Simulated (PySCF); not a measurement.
Method: B3LYP-D3(BJ)/def2-TZVP // BP86-D3(BJ)/def2-SVP (PySCF). Gas-phase values, no solvent. B3LYP has the VWN-RPA correlation part, as in Gaussian. 

Reference species (SMILES): `[SH]` (neutral, multiplicity 2).

- dipole moment: 0.86 D

Changed species: `[NH2]` (free radical NH2; the reference has free radical SH).

What does the change do to the dipole moment?

the dipole moment rises by 1.10 D, to 1.96 D.
